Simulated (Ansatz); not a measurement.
**C2H5NOS: a ladder of functionals and wavefunction methods**

One table from this session's results is given with a row withheld; the runs are named, their logs left out.

Method: functionals in def2-TZVPP, the program's frozen cores in correlated methods; program: Ansatz 0.2.0, Gaussian basis.

Plan: PBE-D4, r2SCAN-D4, PBE0-D4, B3LYP-D4, ωB97X-V, ωB97M-V, B2PLYP; CCSD(T)/def2-TZVPP; MP2/def2-QZVPP; extrapolation to the limit.

### The relaxed structure

The geometry comes from an earlier relaxation with PBE0-D4 in a triple-zeta def2 set; it is a stationary point, not always the lowest conformer.

10 atoms, charge 0, spin multiplicity 1.

Atoms are counted from 1 here; the program's logs count them from 0.

Bond lengths: N1–C2 1.442 Å, N1–H6 1.012 Å, N1–H7 1.012 Å, C2–C3 1.510 Å, C2–H8 1.098 Å, C2–H9 1.090 Å, C3–O4 1.330 Å, C3–S5 1.626 Å, O4–H10 0.969 Å. Angles: C2–N1–H6 110.8°, C2–N1–H7 111.0°, H6–N1–H7 107.2°, N1–C2–C3 117.2°, N1–C2–H8 108.9°, N1–C2–H9 110.3°, C3–C2–H8 106.0°, C3–C2–H9 107.8°, H8–C2–H9 106.1°, C2–C3–O4 111.8°, C2–C3–S5 125.1°, O4–C3–S5 123.1°, C3–O4–H10 107.1°.

The first run:

in.yaml reads:

```yaml
crystal:
  periodic: [false, false, false]
  atoms:
    - {symbol: N, position_ang: [-0.961198, -1.239117, 0.142755]}
    - {symbol: C, position_ang: [-0.222061, -0.174965, 0.776765]}
    - {symbol: C, position_ang: [0.504129, 0.793574, -0.125887]}
    - {symbol: O, position_ang: [0.970878, 0.195357, -1.217821]}
    - {symbol: S, position_ang: [0.741216, 2.370445, 0.192909]}
    - {symbol: H, position_ang: [-1.703044, -0.865647, -0.435771]}
    - {symbol: H, position_ang: [-0.360845, -1.789346, -0.457550]}
    - {symbol: H, position_ang: [0.544093, -0.613081, 1.429137]}
    - {symbol: H, position_ang: [-0.877074, 0.404190, 1.427188]}
    - {symbol: H, position_ang: [1.447005, 0.867488, -1.728826]}
basis:
  gaussian: {orbitals: def2-TZVPP}
hamiltonian: {xc: pbe, dispersion: d4}
output: {forces: true, orbitals: {seedname: orbitals}}
```

Launch:

```
$ ansatz run in.yaml --threads 4 --pin off --events-out ev --progress --plain --max-ram 10444MiB
```

Steps of the session up to this table: PBE-D4 (GGA); r2SCAN-D4 (meta-GGA); PBE0-D4 (hybrid); B3LYP-D4 (hybrid); ωB97X-V (range-separated); ωB97M-V (range-separated); B2PLYP (double hybrid); CCSD(T) in def2-TZVPP; MP2 in def2-QZVPP.

One of the session's tables, all rows but one given; the rest of the session is left out.

```
            method  atomisation energy (eV)
            PBE-D4                   40.966
         r2SCAN-D4                   39.590
           PBE0-D4                        ?
          B3LYP-D4                   39.489
           ωB97X-V                   39.583
           ωB97M-V                   39.693
            B2PLYP                   39.023
     HF/def2-TZVPP                   26.436
    MP2/def2-TZVPP                   39.104
   CCSD/def2-TZVPP                   37.328
CCSD(T)/def2-TZVPP                   38.170
           MP2/CBS                   40.349
       CCSD(T)/CBS                   39.414
```

Q: Estimate the row for PBE0-D4 from the others.

**Answer.** atomisation energy (eV): 39.745. In the column «atomisation energy (eV)» it lies between ωB97M-V (39.693) and MP2/CBS (40.349).
